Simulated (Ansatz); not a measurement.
# AlBH2 (triplet): the correlation ladder at angle Al2–B1–H3 = 180.0°, cc-pVDZ

How much of the correlation energy of AlBH2 (triplet) does each wave-function method recover here?

Computed with Ansatz 0.2.0, Gaussian basis. Level: cc-pVDZ, core rule «outside noble gas», up to 6 orbitals frozen.

To be run: UHF; CCSD(T) on ROHF; CCSD(T) on UHF; BCCD(T) on ROHF; CISD; CCSDT(Q) on ROHF; CCSDT(Q) on UHF; CASSCF and MRCISD+Q, 4 electrons in 4 orbitals; CASSCF and NEVPT2, 4 electrons in 4 orbitals; CASSCF and MRCISD+Q, 8 electrons in 10 orbitals; CASSCF and NEVPT2, 8 electrons in 10 orbitals.

11 further runs of the same task are left out: 6 that didn't finish, 5 set aside as unsound or not needed.

### Step 1. What is computed

The geometry derives from a PBE0/def2-TZVP stationary point (not a proven minimum). One angle is set to the value named; bond lengths are kept.

4 atoms, charge 0, spin multiplicity 3.

Atoms are counted from 1 here; the program's logs count them from 0.

Bond lengths: B1–Al2 1.909 Å, B1–H3 1.183 Å, Al2–H4 1.571 Å. Angles: Al2–B1–H3 180.0°, B1–Al2–H4 180.0°.

Geometry (Å):

```xyz
4
charge 0, multiplicity 3
B     0.0000    0.0000    1.0513
Al    0.0000    0.0000   -0.8575
H     0.0000    0.0000    2.2344
H     0.0000    0.0000   -2.4283
```

### Step 2. UHF

in.yaml reads:

```yaml
crystal:
  periodic: [false, false, false]
  atoms:
    - {symbol: B, position_ang: [0.000000, 0.000000, 1.051329]}
    - {symbol: Al, position_ang: [0.000000, 0.000000, -0.857484]}
    - {symbol: H, position_ang: [0.000000, 0.000000, 2.234417]}
    - {symbol: H, position_ang: [0.000000, 0.000000, -2.428262]}
basis:
  gaussian: {orbitals: cc-pVDZ}
magnetization: {spin_polarized: true, initial_magnetization: 2}
hamiltonian: {xc: hf}
output: {orbitals: {seedname: orbitals}}
```

Command:

```sh
> ansatz run in.yaml --threads 1 --pin off --events-out ev --progress --plain --max-ram 2393MiB
```

After this run come: CCSD(T) on ROHF; CCSD(T) on UHF; BCCD(T) on ROHF; CISD; CCSDT(Q) on ROHF; CCSDT(Q) on UHF; CASSCF and MRCISD+Q, 4 electrons in 4 orbitals; CASSCF and NEVPT2, 4 electrons in 4 orbitals; CASSCF and MRCISD+Q, 8 electrons in 10 orbitals; CASSCF and NEVPT2, 8 electrons in 10 orbitals.

Q: Predict the results of all the runs planned. Wanted: UCCSDT(Q) below the RHF energy; RMP2 from UCCSDT(Q); UMP2 from UCCSDT(Q); RCCSD from UCCSDT(Q); RCCSD(T) from UCCSDT(Q); UCCSD(T) from UCCSDT(Q); RCCSDT(Q) from UCCSDT(Q); NEVPT2 pair from UCCSDT(Q); MRCISD+Q pair from UCCSDT(Q).

The runs gave:

```
                         quantity                                                       value
   UCCSDT(Q) below the RHF energy                                                  -4.2967 eV
              RMP2 from UCCSDT(Q)                                                  +993.8 meV
              UMP2 from UCCSDT(Q)                                                  +998.8 meV
             RCCSD from UCCSDT(Q)                                                  +176.0 meV
          RCCSD(T) from UCCSDT(Q)                                                   +44.0 meV
          UCCSD(T) from UCCSDT(Q)                                                   +44.0 meV
         RCCSDT(Q) from UCCSDT(Q)                                                    +0.6 meV
       NEVPT2 pair from UCCSDT(Q)                                                 +1047.4 meV
     MRCISD+Q pair from UCCSDT(Q)                                                   +33.5 meV
    NEVPT2 valence from UCCSDT(Q)                                                  +669.3 meV
levels within 1 kcal/mol (43 meV)  RCCSDT, UCCSDT, RCCSDT(Q), MRCISD+Q pair, MRCISD+Q valence
                    T1 diagnostic                                                       0.021
   effectively unpaired electrons                                                        2.03
```

What this shows: RCCSD(T) lands +44.0 meV from the yardstick (1.0 % of the correlation energy). One determinant dominates. Of the multireference levels listed MRCISD+Q valence comes nearest in total energy (+0.3 meV), which doesn't show that its space is the better one. These misses are within one basis, not against nature; the frozen cores of restricted and unrestricted runs differ, which can shift their rows.
